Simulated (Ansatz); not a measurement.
`[NH2][Mg][F]` + H₂ → `[NH2][MgH]` + H–F at 298.15 K and 1 bar (hydrogenolysis of a Mg–F bond).

Isolated molecules relaxed with PBE0-D4/def2-TZVP in Ansatz; ΔE leaves out vibrations. CCSD(T)/CBS is the MP2 limit (def2-TZVPP, def2-QZVPP) plus CCSD(T) − MP2 in def2-TZVPP, frozen cores. This one scheme is used for every species. For Mg outer-core shells are correlated without core-valence functions, which leaves a few kJ/mol of doubt a bond. One conformer a species, not always the lowest.

```csv
species,CCSD(T)/CBS energy (Eh),H − E (kJ/mol),S (J/(mol·K))
`[NH2][Mg][F]`,-355.68386,83.5,277.8
H₂,-1.17544,35.1,130.4
`[NH2][MgH]`,-256.40266,89.4,251.1
H–F,-100.39570,33.5,173.6
```

H − E and S are ideal-gas, rigid-rotor, harmonic terms from PBE0-D4/def2-TZVP, for one conformer and one mirror image of each species. The MP2-based limit puts H₂ 0.8 mEh under its directly extrapolated value; such offsets cancel only in part. 1 Eh = 2625.50 kJ/mol, R = 8.31446 J/(mol·K).

Q: By hand: ΔE, ΔH, ΔS and ΔG.

A: ΔE = (-256.40266) + (-100.39570) − (-355.68386) − (-1.17544) = 0.06094 Eh = 160.0 kJ/mol. Δ(H − E) = 89.4 + 33.5 − 83.5 − 35.1 = 4.3, so ΔH = 164.3 kJ/mol. ΔS = 251.1 + 173.6 − 277.8 − 130.4 = 16.5 J/(mol·K). ΔG = 164.3 − 298.15 × (16.5)/1000 = 159.4 kJ/mol.

Q: By hand: the equilibrium constant, and the temperature at which ΔG would vanish if ΔH and ΔS stayed fixed.

A: log₁₀ K = −ΔG/(RT ln 10) = -27.9. ΔG = 0 at ΔH/ΔS = 9958 K, far beyond where these terms or the molecules hold.

ΔH outweighs TΔS. A doubt of 5 kJ/mol in ΔE shifts log₁₀ K by 0.9 here. Other conformers and mirror images would add mixing entropy, several J/(mol·K) or more a flexible species. These are equilibria of isolated gas molecules and say nothing of rates. Largest T1 diagnostic: 0.011 (customary marks: 0.02 for closed shells, 0.045 for open ones).
